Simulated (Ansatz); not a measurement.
Cartesian coordinates in Å:
```
C 0.465 1.052 -0.035
C -0.225 -0.188 0.396
Cl -0.823 -0.212 2.018
C -0.422 -1.270 -0.341
F 0.010 -1.331 -1.606
H -0.207 1.910 0.044
H 0.801 0.958 -1.067
H 1.330 1.250 0.604
H -0.928 -2.168 -0.012
```

The species carries charge 0 and has multiplicity 1.

(1) List the B3LYP/def2-TZVPP orbital energies in eV (Ansatz). (An estimate is asked.)

Answers

(1) Computed: Occupied: -2762.87, -672.26, -279.24, -278.68, -277.26, -257.58, -196.67, -196.44, -196.43, -33.78, -24.33, -21.07, -19.59, -16.10, -14.71, -13.76, -13.18, -11.98, -11.79, -10.99, -10.72, -9.73, -8.80, -6.92. Lowest empty: -0.14, 0.53, 1.24, 2.27, 2.60, 3.05, 3.29, 3.46.

B3LYP here is the variant with VWN-RPA as its local correlation; programs differ in this.
